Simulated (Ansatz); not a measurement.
Born–Oppenheimer molecular dynamics of CH9NSi (12 atoms, charge 0, multiplicity 1). It starts at the highest image of a converged band. Of that band: Neighbouring images differ by up to 1.8 eV, so the band resolves the path poorly. A vibrational analysis at the climbing image gives one clearly imaginary mode, 1380i cm⁻¹: a first-order saddle point.

The calculation used Ansatz, RKS B3LYP-D4/6-31G*.

```
ensemble                      : NVE (velocity Verlet)
time step                     : 0.5 fs
steps asked                   : 200
starting velocities drawn for : 300 K
seed                          : 11641
```

First frame:

```xyz
12
Properties=species:S:1:pos:R:3
Si -0.291 0.498 -0.253
H 0.147 0.799 1.652
C 1.425 -0.266 -0.421
H 1.425 -1.276 0.006
H 1.715 -0.350 -1.474
H 2.169 0.317 0.128
H -0.491 1.965 -0.284
H -0.979 0.066 -1.534
N -1.549 -0.389 0.887
H -1.509 -1.410 0.877
H -2.524 -0.090 0.808
H -0.846 0.137 1.688
```

(1) How far do the bonds stretch over the last three quarters of this one trajectory? (Pairs bonded in most of those frames.)

## Answers

(1) 
| bond | mean (Å) | spread (Å) | shortest | longest |
| --- | --- | --- | --- | --- |
| Si1–H2 | 1.510 | 0.074 | 1.39 | 1.63 |
| Si1–C3 | 1.909 | 0.010 | 1.89 | 1.93 |
| Si1–H7 | 1.502 | 0.027 | 1.46 | 1.55 |
| Si1–H8 | 1.509 | 0.059 | 1.42 | 1.65 |
| C3–H4 | 1.098 | 0.006 | 1.09 | 1.11 |
| C3–H5 | 1.099 | 0.020 | 1.06 | 1.13 |
| C3–H6 | 1.099 | 0.018 | 1.07 | 1.13 |
| N9–H10 | 1.023 | 0.022 | 0.98 | 1.06 |
| N9–H11 | 1.021 | 0.015 | 0.99 | 1.05 |
| N9–H12 | 1.024 | 0.033 | 0.97 | 1.08 |

Mean temperature of the second half: 1368 K. The conserved energy stayed within 0.22 meV per atom of its start (net change 0.12 meV per atom), so the integration is sound. The kinetic energy rose, since the run started high on the potential surface and went downhill. It ends in pieces (CH6Si + H3N), so much of that is their flight and rotation, not heat. A run of 0.1 ps of so small a system gives no equilibrium averages. The orbitals stay closed-shell, which can raise the energy where a bond breaks towards radicals; this wasn't checked here.

Time of the run: 8.8 min on 1 thread of Arm Neoverse V1, on a shared host, peak memory 0.13 GiB.
